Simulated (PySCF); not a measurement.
# Stretching N₂⁺

Set-up: N 6-311G(d,p); no relativity (PySCF 2.14). Energies in eV from N⁺ + N in their ground configurations at the same level. All curves are PBE0. state 1: ²Σg⁺ (doublet), unpaired electrons σ ↑; state 2: ²Πu (doublet), unpaired electrons π ↑, a second solution, started from another occupation; state 3: ⁴Πg (quartet), unpaired electrons π ↑↑↑, a second solution, started from another occupation; state 4: sextet, unpaired electrons σ ↑, π ↑↑↑↑, a second solution, started from another occupation.

| R (Å) | state 1 | state 2 | state 3 | state 4 |
| --- | --- | --- | --- | --- |
| 0.953 | -6.059 | -3.478 | 8.344 | 15.638 |
| 0.997 | -7.427 | -5.328 | 5.119 | 11.608 |
| 1.042 | -8.197 | -6.536 | 2.657 | 8.422 |
| 1.075 | -8.474 | -7.116 | 1.209 | 6.476 |
| 1.108 | -8.549 | -7.472 | 0.046 | 4.853 |
| 1.141 | -8.465 | -7.650 | -0.884 | 3.497 |
| 1.186 | -8.165 | -7.669 | -1.830 | 2.028 |
| 1.241 | -7.576 | -7.434 | -2.637 | 0.634 |
| 1.307 | -6.683 | -6.904 | -3.204 | -0.554 |
| 1.396 | -5.351 | -5.962 | -3.503 | -1.571 |

Put a parabola through the three lowest points of the state 1 curve and estimate Re, k and ωe (reduced mass 7.002 u; 1 eV/Å² = 0.16022 mdyn/Å; ωe = 1302.8·√(k/μ) cm⁻¹).

Through R = 1.075, 1.108, 1.141 Å the second-order coefficient is 73.0 eV/Å², so Re ≈ 1.107 Å, k ≈ 23.4 mdyn/Å and ωe ≈ 2381 cm⁻¹. A polynomial fit of higher order to the unrounded PBE0 energies gives Re = 1.106 Å, k = 23.4 mdyn/Å, ωe = 2379 cm⁻¹; anharmonicity and rounding make the difference.

The higher-order fit for each curve: state 1: Re = 1.106 Å, ωe = 2379 cm⁻¹, De = 8.55 eV; state 2: Re = 1.167 Å, ωe = 2054 cm⁻¹, minimum 7.69 eV below the ground-state fragments; state 3: Re = 1.429 Å, ωe = 1139 cm⁻¹, minimum 3.52 eV below the ground-state fragments. State 4 gave no clean fit.

The state is the lowest determinant that a PBE0 search found; another state may lie lower at other levels.
